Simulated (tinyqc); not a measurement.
Inside a calculation. Method: CIS and TDHF on RHF in the sto-6g basis, frozen core, for H2O, spin multiplicity 1. One step of it, computed by the program tinyqc.

Problem. CIS matrix, singlets. A(ia,jb) = (e_a - e_i) d_ij d_ab + 2 (ia|jb) - (ij|ab).

orbital energies (hartree): [-20.521754, -1.225759, -0.560513, -0.446471, -0.393772, 0.489505, 0.598766]

Two-electron integrals over orbitals (pq|rs), unique and non-zero (hartree); the lowest 1 orbital is frozen and left out:
```
(22|22) 0.726667    (32|32) 0.132927    (33|22) 0.622629    (33|33) 0.602642
(42|22) -0.019709   (42|33) 0.003926    (42|42) 0.129747    (43|32) 0.026232
(43|43) 0.054149    (44|22) 0.666521    (44|33) 0.573959    (44|42) -0.096708
(44|44) 0.719026    (52|52) 0.149790    (53|53) 0.026968    (54|52) -0.044628
(54|54) 0.049762    (55|22) 0.755168    (55|33) 0.608422    (55|42) -0.078697
(55|44) 0.699409    (55|55) 0.880663    (62|22) 0.135879    (62|33) 0.069264
(62|42) 0.029621    (62|44) 0.068970    (62|55) 0.146001    (62|62) 0.096977
(63|32) -0.037311   (63|43) -0.036131   (63|63) 0.074046    (64|22) 0.120876
(64|33) 0.047701    (64|42) -0.046332   (64|44) 0.130763    (64|55) 0.142930
(64|62) 0.060680    (64|64) 0.091778    (65|52) 0.052692    (65|54) 0.004356
(65|65) 0.035001    (66|22) 0.599282    (66|33) 0.554880    (66|42) 0.049864
(66|44) 0.546942    (66|55) 0.581161    (66|62) 0.094649    (66|64) 0.050816
(66|66) 0.587422    (72|32) 0.052194    (72|43) -0.031323   (72|63) 0.031044
(72|72) 0.066757    (73|22) 0.160044    (73|33) 0.089524    (73|42) -0.078199
(73|44) 0.145812    (73|55) 0.200013    (73|62) 0.070532    (73|64) 0.097124
(73|66) 0.043023    (73|73) 0.158759    (74|32) -0.073599   (74|43) -0.010693
(74|63) 0.052814    (74|72) -0.016907   (74|74) 0.070678    (75|53) 0.023864
(75|75) 0.024772    (76|32) 0.088442    (76|43) 0.059873    (76|63) -0.066370
(76|72) -0.005179   (76|74) -0.060789   (76|76) 0.114395    (77|22) 0.611454
(77|33) 0.588242    (77|42) -0.017196   (77|44) 0.584162    (77|55) 0.610951
(77|62) 0.063555    (77|64) 0.048054    (77|66) 0.554639    (77|73) 0.093454
(77|77) 0.600224
```

Give: CIS matrix A, singlet.

Solution.

CIS matrix A, singlet (hartree), order 2>6, 2>7, 3>6, 3>7, 4>6, 4>7, 5>6, 5>7:
```
[[1.3099, 0.0000, 0.0000, 0.0526, 0.0715, 0.0000, 0.0000, 0.0000],
 [0.0000, 1.3466, -0.0264, 0.0000, 0.0000, -0.0166, 0.0000, 0.0000],
 [0.0000, -0.0264, 0.6432, 0.0000, 0.0000, 0.0458, 0.0000, 0.0000],
 [0.0526, 0.0000, 0.0000, 0.8886, 0.1344, 0.0000, 0.0000, 0.0000],
 [0.0715, 0.0000, 0.0000, 0.1344, 0.5726, 0.0000, 0.0000, 0.0000],
 [0.0000, -0.0166, 0.0458, 0.0000, 0.0000, 0.6024, 0.0000, 0.0000],
 [0.0000, 0.0000, 0.0000, 0.0000, 0.0000, 0.0000, 0.3721, 0.0000],
 [0.0000, 0.0000, 0.0000, 0.0000, 0.0000, 0.0000, 0.0000, 0.4311]]
```
